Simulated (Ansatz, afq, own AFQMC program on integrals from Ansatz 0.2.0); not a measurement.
BGeH$_{6}$, doublet: AFQMC among the cluster methods

```xyz
8

B    -2.6113    0.0000    0.0000
H    -3.2080    1.0336    0.0000
H    -3.2080   -1.0336    0.0000
H    -1.4178    0.0000    0.0000
Ge    0.4587    0.0000    0.0000
H     0.9274   -1.4659    0.0000
H     0.9274    0.7330   -1.2695
H     0.9274    0.7330    1.2695
```

Basis cc-pVDZ. Noble-gas cores (and the filled d shells of Ga–Kr and In–Xe) are frozen. Ansatz 0.2.0 and our own AFQMC program on the same integrals; the CISD trial comes from CCSD amplitudes, and released means the phaseless constraint is let go. Uncertainties: one standard error, sampling alone. No spin–orbit coupling.

Determinant: UHF, the one that the program's search chose, which needn't be the lowest solution. The geometry is a point of a scan.

No full CI on the walks' own integrals is used here; CCSDT(Q) serves as the reference and is uncertain by about the last step of the cluster series.

Cautions: no relativity below Rb; no spin-orbit coupling; inner d shell frozen; the released energies move by 1.5 errors or more from one time to the next, so no released level is given (meV from the phaseless value at times in 1/Eh: 0 ± 3 at 0.24, -4.4 ± 2.0 at 0.51, -7.1 ± 2.2 at 0.99, -5.3 ± 2.3 at 1.62, -11 ± 3 at 2.40), though the last usable value meets CCSDT(Q) within the noise.

- T1 diagnostic: 0.0100
- weight of the determinant in the CISD state: 0.877
- ⟨S²⟩ of the determinant: 0.760
- size of the correlated space: 13 electrons in 56 orbitals

| level | correlation energy (eV) |
| --- | --- |
| MP2 | -5.2504 |
| CCSD | -6.5926 |
| CCSD(T) | -6.7171 |

**Question.** Estimate where phaseless AFQMC with a CISD trial lies against CCSD(T) on the same integrals.

**Answer.** 2.5 ± 0.3 kJ/mol below CCSD(T).

Reference: CCSDT(Q), correlation energy -6.749 eV.

```json
{"level": "CCSD(T)", "E − E(reference) (kJ/mol)": "3.1", "share of correlation (%)": "99.52"}
{"level": "CCSDT", "E − E(reference) (kJ/mol)": "0.3", "share of correlation (%)": "99.95"}
{"level": "ph-AFQMC/CISD", "E − E(reference) (kJ/mol)": "0.6 ± 0.3", "share of correlation (%)": "99.91"}
```

A walk keeps the symmetry of its determinant, which the program's search chose and which needn't be the lowest solution, so a lower state of the same spin and another symmetry isn't excluded.
